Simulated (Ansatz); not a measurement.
Chalcopyrite ZnGeP2 was calculated with revPBE (plane waves, PAW; Ansatz, an electronic-structure program).

Numerical settings: plane-wave cutoff 520 eV, 10×10×10 k mesh, Fermi–Dirac smearing 0.01 eV, scalar-relativistic PAW data made under PBE.

On both sides of the equilibrium volume: at 20.506 Å³/atom the pressure is 1.48 GPa and the direct gap at Γ 1.254 eV; at 21.343 Å³/atom they are -1.31 GPa and 0.987 eV. The fitted bulk modulus is 69.6 GPa.

Question: Work out the volume deformation potential of this gap and its pressure coefficient, in two ways.

Answer: a_V = dE_g/d ln V = (0.987 − 1.254)/ln(21.343/20.506) = -6.67 eV. Since dP = −B d ln V, dE_g/dP = −a_V/B = 96 meV/GPa. Straight from the pressures: (1.254 − 0.987)/(1.48 − (-1.31)) = 96 meV/GPa. At this level and over this range the gap at Γ widens under pressure.

Spin–orbit coupling is not included.

Note: the bulk modulus comes from volumes at which shape and atoms were relaxed.
